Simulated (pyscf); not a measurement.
CH₄ + F–GaH₂ → H₃C–GaH₂ + HF (four-centre exchange; singlet surface; C–H, F–Ga broken, C–Ga, F–H formed). Optimised with ωB97X-D3(BJ)/def2-SVP in PySCF. Correlated levels are frozen-core, on RHF or UHF. ΔMP2 is the change of the MP2 total energy from the triple- to the quadruple-zeta basis. Energies in kJ/mol from the separated reactants.

| level | barrier | reaction energy |
|---|---|---|
| ωB97X-D3(BJ)/def2-TZVP | 138.1 | +121.8 |
| B3LYP-D3(BJ)/def2-TZVP | 146.5 | +129.7 |
| PBE0-D3(BJ)/def2-TZVP | 127.1 | +118.0 |
| M06-2X/def2-TZVP | 138.6 | +130.2 |
| HF/def2-TZVP | 218.4 | +140.4 |
| MP2/def2-QZVPP | 135.6 | +111.4 |
| CCSD(T)/def2-TZVPP + ΔMP2(QZVPP) | ? | ? |

Question: Fill in the missing entries.

Answer: 
- CCSD(T)/def2-TZVPP + ΔMP2(QZVPP), barrier: 140.8
- CCSD(T)/def2-TZVPP + ΔMP2(QZVPP), reaction energy: +112.4

On the product side the descent ends in an adduct with a F–Ga contact, 27.9 kJ/mol under the separated species and 44.3 kJ/mol under the saddle at ωB97X-D3(BJ)/def2-TZVP. What is counted as broken (F–Ga) persists as a longer contact in the product adduct; parting that adduct is a step of its own. This is the saddle that the search found; another between the same sides may lie lower. The CCSD(T) − MP2 part came from Ansatz, without density fitting, on the same reference. The frozen core leaves the outer d or s,p core shells of the metals and heavy elements correlated in the MP2 and CC values, and def2-TZVPP describes them poorly, which can shift differences by a few kcal/mol. Elements up to Kr have no core potential and no relativistic terms here.
